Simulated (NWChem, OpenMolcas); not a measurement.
## How basis sets differ on C3H3N (SMILES C=CC#N)

The species is C3H3N (7 atoms), meant as a singlet with charge 0. As SMILES, `C=CC#N`. The coordinates come from a PBE0-D4/def2-TZVP relaxation.

Each level gives the dipole moment (D). The values are calculated.

Measured value to compare with: NIST CCCBDB gives the dipole moment of the gas as 3.87 D.

```tsv
level	kind	program	value (D)	computed − measured	CPU time
HF/ANO-RCC-MB (DKH2)	Hartree–Fock	OpenMolcas	3.26	-0.61	1.9 s
HF/STO-3G	Hartree–Fock	OpenMolcas	3.20	-0.67	1.9 s
HF/3-21G	Hartree–Fock	OpenMolcas	4.06	+0.19	2.2 s
HF/def2-SVP	Hartree–Fock	NWChem	4.23	+0.36	4.6 s
HF/6-311G**	Hartree–Fock	NWChem	4.30	+0.43	9.3 s
HF/6-311+G**	Hartree–Fock	OpenMolcas	4.38	+0.51	16 s
HF/aug-cc-pVDZ	Hartree–Fock	NWChem	4.39	+0.52	37 s
```

Nearest: HF/3-21G (+0.19 D); farthest: HF/STO-3G (-0.67 D). The measured dipole is a vibrational average, so differences of a few hundredths of a debye mean little. Magnitudes only. Sets without polarisation functions give poor dipoles. Without the sets that lack polarisation functions the rows with a basis span only 4.23 to 4.39 D. CPU times are rough (shared hosts, several kinds of processor and program).
